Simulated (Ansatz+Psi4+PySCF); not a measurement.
```xyz
2

F     0.0000    0.0000    0.8524
F     0.0000    0.0000   -0.8524
```

Basis set: cc-pVTZ (spherical functions). Left uncorrelated: 2 orbitals. Charge 0, multiplicity 1.

Computed with Ansatz (development build ahead of 0.2.0) and Psi4 1.11; each method stands on the lowest determinant of its kind that the runs found. Restricted open shells among the atoms or ions are ROHF, correlated in semicanonical orbitals with singles.

Question: Give the vertical ionization energy (product with multiplicity 2 at the same shape, open shells in the same class of orbitals) of singlet F₂ by RHF-MP2, RHF-CCSD(T), RHF-CCSD, RHF.

Answer:

```tsv
method	ionization energy
RHF-MP2	17.58 eV
RHF-CCSD(T)	16.38 eV
RHF-CCSD	16.46 eV
RHF	14.36 eV
```

Caution: an unrestricted determinant lies well below; the charge can sit on one fragment and break the point group; the determinant breaks the point group; unrestricted orbitals would lower the determinant. Caution for RHF-MP2: another reference gives a lower total. Caution for RHF-MP2, RHF-CCSD(T), RHF-CCSD: large amplitudes, a single reference is doubtful. Caution for RHF-CCSD(T), RHF-CCSD: the amplitudes may be one of several solutions.
